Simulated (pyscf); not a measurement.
# Four-centre exchange: HO–AsH–OH + AsH₃ → HO–AsH–O–AsH₂ + H₂

Gas phase, singlet surface, charge 0. Bonds broken: O1–H4, As7–H8. Bonds formed: O1–As7, H4–H8. Optimised with ωB97X-D3(BJ)/def2-SVP in PySCF.

Transition state (Å):

```xyz
10

O     -0.9170    -0.9536    -0.5432
As    -2.1641    -0.4196     0.6722
O     -1.8296     1.3326     0.7067
H     -0.9750    -0.6007    -1.5949
H     -1.2573    -0.6961     1.8575
H     -2.4527     1.7951     0.1313
As     0.9613    -0.1476    -0.8199
H     -0.2890    -0.0582    -2.3462
H      0.6735     1.3419    -0.7400
H      0.8918    -0.2635     0.7301
```

One imaginary mode, 1302i cm⁻¹; descent along it reached the two sides named.

```tsv
bond	change	reactant side (Å)	saddle	product side
O1–H4	breaks	0.966	1.111	2.502
As7–H8	breaks	1.522	1.975	4.0
O1–As7	forms	3.1	2.063	1.804
H4–H8	forms	2.7	1.153	0.762
```

Electronic energies relative to the separated reactants (kJ/mol):

```
level                   barrier  reaction energy  reverse barrier
----------------------  -------  ---------------  ---------------
ωB97X-D3(BJ)/def2-TZVP    243.7            +31.9            211.8
PBE/def2-TZVP             214.4            +46.8            167.6
r²SCAN/def2-TZVP          228.4            +42.2            186.2
B3LYP-D3(BJ)/def2-TZVP    229.5            +37.7            191.8
PBE0-D3(BJ)/def2-TZVP     231.3            +48.0            183.3
M06-2X/def2-TZVP          240.6            +30.5            210.1
ωB97M-D3(BJ)/def2-TZVP    245.8            +46.7            199.1
HF/def2-TZVP              339.2            +61.0            278.2
```

With ωB97M-D3(BJ)/def2-TZVP energies and thermal terms (ideal gas, 1 atm, RRHO with modes under 100 cm⁻¹ raised to 100, one conformer, R ln 2 for chiral ones without a mode under 150 cm⁻¹), in kJ/mol:

```
T (K)    ΔH‡    ΔG‡     ΔH     ΔG
-----  -----  -----  -----  -----
298    234.9  282.5  +35.6  +47.3
600    236.6  330.3  +40.6  +57.2
900    240.0  376.5  +44.5  +64.6
1200   243.9  421.4  +47.4  +70.8
```

HO–AsH–O–AsH₂ lies 59.8 kJ/mol over its isomer HO–As(OH)–AsH₂ (electronic energy, ωB97M-D3(BJ)). One saddle was located; it need not be the lowest between these sides. Elements up to Kr have no core potential and no relativistic terms here.
